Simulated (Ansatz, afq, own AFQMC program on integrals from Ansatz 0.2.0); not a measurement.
Two steps: Ansatz 0.2.0 writes the Fock matrix and Cholesky factors of the valence space, and afq projects on them the lowest state that overlaps trial and start.

```yaml
crystal:
  periodic: [false, false, false]
  atoms:
    - {symbol: B, position_ang: [0.000000, 0.000000, 1.731547]}
    - {symbol: Al, position_ang: [0.000000, 0.000000, -0.588094]}
    - {symbol: H, position_ang: [0.000000, -1.367107, -1.414802]}
    - {symbol: H, position_ang: [0.000000, 1.367107, -1.414802]}
basis:
  gaussian: {orbitals: 6-31G}
magnetization: {spin_polarized: true, initial_magnetization: 2}
correlation: {method: ccsd_t, electrons: outside_noble_gas, hamiltonian_folder: ham}
```

```sh
$ ansatz run in.yaml --threads 1 --pin off --events-out ev --progress --plain --max-ram 1382MiB
```

afq runs on the folder ham with

```
--method phaseless --trial cisd --walkers 140 --populations 1 --least-time 40 --time-step 0.005 --steps-per-block 50 --equilibration-blocks 28 --max-blocks 300 --target-error 0.00034 --factor-cut 1e-05 --start spin_pure --seed 5103 --release-times 0.24,0.5,1,1.5 --release-step 0.02 --release-every 4 --taylor-order 6
```

Times are imaginary, in 1/Eh. The walk had a cap of 537 s.

```
orbitals 20  electrons 5 3  factors 127 of 328
reference energy -267.56770499 Eh
CCSD correlation -0.08584010 Eh in 12 cycles, weight of the determinant in the CISD state 0.8983
energy of the start -267.653518 Eh
 block  time / (1/Eh)  mean weight  energy / Eh
     1     0.250  0.9999  -267.652922
     2     0.500  0.9992  -267.653143
     3     0.750  1.0006  -267.653373
     4     1.000  1.0001  -267.653739
     5     1.250  1.0001  -267.655044
     7     1.750  1.0001  -267.655493
     9     2.250  1.0000  -267.657007
    13     3.250  0.9997  -267.654972
    21     5.250  0.9997  -267.656314
    29     7.250  1.0002  -267.656341
    37     9.250  0.9997  -267.658284
    45    11.250  1.0003  -267.653613
    53    13.250  1.0001  -267.655439
    61    15.250  1.0003  -267.657322
    69    17.250  0.9997  -267.654756
    77    19.250  0.9997  -267.655122
    85    21.250  1.0002  -267.656047
    93    23.250  0.9998  -267.655228
   101    25.250  0.9998  -267.655312
   109    27.250  1.0005  -267.656492
   117    29.250  0.9998  -267.656549
   125    31.250  0.9992  -267.656853
   133    33.250  1.0005  -267.654979
   141    35.250  1.0001  -267.654312
   149    37.250  0.9999  -267.659232
   157    39.250  0.9996  -267.655679
   165    41.250  1.0007  -267.655375
   173    43.250  1.0001  -267.658872
   181    45.250  1.0000  -267.655853
   185    46.250  0.9997  -267.657001
blocks merged  error / Eh  count
     1  0.000088  160
     2  0.000116  80
     4  0.000143  40
     8  0.000148  20
    16  0.000134  10
released: time / (1/Eh)  energy / Eh  error  mean overlap
  0.24  -267.656304  0.000172  0.9986
  0.50  -267.656682  0.000154  0.9859
  1.00  -267.656519  0.000151  0.9950
  1.50  -267.656783  0.000197  0.9957
energy -267.656232 +/- 0.000148 Eh
(rows thinned)
```

Question: Estimate how long the walk took on 1 thread of Arm Neoverse V1 (shared host).

Answer: 2.2 min of wall time.

The run passed its tests (sampling time, drift between the halves within three errors, error under three times the target), which doesn't prove that it has relaxed.

Against this walk (error 4.0 meV) on the same determinant: CCSD(T) 16.3 meV higher, CCSDT(Q) 20.2 meV lower, full CI (a separate run on its own orbitals, whose frozen core shifts it by up to a few meV) 21.8 meV lower. The error is statistical and leaves out the bias of the constraint. Released to 1.50 1/Eh the energy lies 15 ± 7 meV (both errors) below the phaseless value, which shows part or all of the bias of the constraint, and full CI lies 6.8 meV below the released value. Full CI is exact here, so the walk's 22 meV above it is the walk's own error: the bias of the constraint with this trial.

Cautions: constraint bias not in the error; full CI with its own frozen core.

CCSDT and higher add their correlation energy to the determinant of the CCSD(T) run, since their own runs factorise the integrals more tightly (a shift of under 2 meV). A walk keeps the symmetry of its determinant, which the program's search chose and which needn't be the lowest solution, so a lower state of the same spin and another symmetry isn't excluded.
